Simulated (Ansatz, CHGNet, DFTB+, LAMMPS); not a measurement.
Equilibrium lattice constant a of hcp Be: levels of theory against measurement

Reference value: 2.286 Å (measured, 293 K, not corrected to a static lattice, our sources range from 2.286 to 2.290; as tabulated in Wikipedia's data pages).

```json
[
 {"level (code)": "Lennard-Jones uff-vdw (LAMMPS)", "value (Å)": "2.667", "difference (%)": "+16.7"},
 {"level (code)": "GFN1-xTB as cut by DFTB+", "value (Å)": "2.547", "difference (%)": "+11.4"},
 {"level (code)": "CHGNet 0.3.0", "value (Å)": "2.255", "difference (%)": "-1.36"},
 {"level (code)": "LDA (Ansatz)", "value (Å)": "2.228", "difference (%)": "-2.54"},
 {"level (code)": "PBE (Ansatz)", "value (Å)": "2.264", "difference (%)": "-0.96"},
 {"level (code)": "PBE-D3(BJ) (Ansatz)", "value (Å)": "2.214", "difference (%)": "-3.15"},
 {"level (code)": "r²SCAN-D4 (Ansatz)", "value (Å)": "2.257", "difference (%)": "-1.27"},
 {"level (code)": "r²SCAN+rVV10 (Ansatz)", "value (Å)": "2.261", "difference (%)": "-1.09"},
 {"level (code)": "PBE0 (Ansatz)", "value (Å)": "2.256", "difference (%)": "-1.31"}
]
```

Leaving aside Lennard-Jones uff-vdw (doubt noted below): The reference is not for a static lattice or low temperature, so close values are not ranked against it. Off by more than 2.50 %, or 3.50 % on the side where a correction would as a rule narrow the miss (bounds picked here): GFN1-xTB as cut by DFTB+ (+11.4 %).

The reference isn't brought to a static lattice, while the calculations are for one, so the differences are not the levels' errors alone.  Lennard-Jones uff-vdw, GFN1-xTB as cut by DFTB+: the cell moved over 20 % in volume from its start. Lennard-Jones uff-vdw: this is a force field's van der Waals term alone, without bonds or charges. GFN1-xTB as cut by DFTB+: the method was fitted mainly to molecules. GFN1-xTB as cut by DFTB+: codes differ in how they cut the long-range tail of xTB's charge interaction in a crystal, so the value belongs to this code. Cutoffs and k meshes differ between the levels. Ansatz's density-functional and Hartree–Fock values are scalar-relativistic unless marked +SOC, with PAW data made under PBE.

Machine-learned potentials (CHGNet 0.3.0) are trained on DFT data: a solid inside that data is no test of them.

Differences are worked out from the printed values.

Ansatz is a quantum-chemistry and plane-wave program.
